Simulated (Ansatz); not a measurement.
# C2H2O2: the cost of one run

Program: Ansatz 0.2.0, Gaussian basis. Level of theory: cc-pVQZ, core rule «outside noble gas», up to 4 orbitals frozen. These are calculated values, not measurements.

Plan: UHF; CCSD(T) on RHF; CCSD(T) on UHF.

## (1) The system

The geometry is an MP2(full)/6-31G* stationary point (not a proven minimum).

6 atoms, charge 0, spin multiplicity 1.

Atoms are counted from 1 here; the program's logs count them from 0.

Bond lengths: C1–C2 1.513 Å, C1–O3 1.223 Å, C1–H4 1.106 Å, C2–O5 1.223 Å, C2–H6 1.106 Å. Angles: C2–C1–O3 121.2°, C2–C1–H4 115.3°, O3–C1–H4 123.5°, C1–C2–O5 121.2°, C1–C2–H6 115.3°, O5–C2–H6 123.5°.

## (2) UHF

Contents of in.yaml:

```yaml
crystal:
  periodic: [false, false, false]
  atoms:
    - {symbol: C, position_ang: [0.000000, 0.756430, 0.000000]}
    - {symbol: C, position_ang: [0.000000, -0.756430, 0.000000]}
    - {symbol: O, position_ang: [1.046090, 1.389916, 0.000000]}
    - {symbol: H, position_ang: [-0.999940, 1.228191, 0.000000]}
    - {symbol: O, position_ang: [-1.046090, -1.389916, 0.000000]}
    - {symbol: H, position_ang: [0.999940, -1.228191, 0.000000]}
basis:
  gaussian: {orbitals: cc-pVQZ}
magnetization: {spin_polarized: true, initial_magnetization: 0}
hamiltonian: {xc: hf}
output: {orbitals: {seedname: orbitals}}
```

The run is started by

```bash
$ ansatz run in.yaml --threads 1 --pin off --events-out ev --progress --plain --max-ram 2880MiB --backend cpu
```

What time and memory should one allow on 1 thread of AMD EPYC 7R13, shared host?

About 28 s, with a peak of 0.85 GiB.
